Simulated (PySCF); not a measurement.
**Which functional comes closest?**

Molecule: `FP(F)F`, F₃P.

Numbering as in the mapped SMILES `[F:1][P:2]([F:3])[F:4]`.

Geometry PBE0-D3(BJ)/def2-SVP throughout; GIAO in PySCF 2.14.0 with density-fitted response routines, gas phase, one conformer, non-relativistic; equivalent atoms averaged; basis pcSseg-2.

Reference values (CCSD(T)/pcSseg-4; gas (isolated, no vibration); G. L. Stoychev, PhD thesis, Univ. Bonn 2021 (Stoychev, Auer, Izsak, Neese, JCTC 2018, 14, 619)): σ(F1/F3/F4) = 231.8 ppm, σ(P2) = 224.8 ppm.

How do the functionals HF, LDA, PBE, BLYP, BP86, OPBE, KT2, KT3, B97-D, B3LYP, PBE0, mPW1PW91 perform against the reference? Times are CPU seconds on 1 thread of an Arm Neoverse V1, shared host; the GGAs took longer than the global hybrids here, which isn't the general rule, and the cause wasn't traced.

Results:


```
functional           kind  F1/F3/F4     P2  abs. error F  abs. error P  core-s
        HF   Hartree–Fock     252.8  251.0          21.0          26.2     2.5
       LDA            LDA     166.3  119.7          65.5         105.1     5.7
       PBE            GGA     176.1  148.2          55.7          76.6     7.1
      BLYP            GGA     177.0  136.4          54.8          88.4     6.8
      BP86            GGA     178.0  146.2          53.8          78.6     6.7
      OPBE            GGA     190.0  184.1          41.8          40.7     7.1
       KT2            GGA     177.3  187.8          54.5          37.0     7.1
       KT3            GGA     188.0  197.8          43.8          27.0     7.1
     B97-D            GGA     190.9  164.4          40.9          60.4       7
     B3LYP  global hybrid     194.6  157.3          37.2          67.5     4.8
      PBE0  global hybrid     198.7  174.0          33.1          50.8     4.9
  mPW1PW91  global hybrid     200.1  171.2          31.7          53.6     4.9
```

For ¹⁹F the closest is HF (21.0 ppm) and the furthest LDA (65.5 ppm).

For ³¹P the closest is HF (26.2 ppm) and the furthest LDA (105.1 ppm). One molecule is a small sample, and the reference may use another geometry.
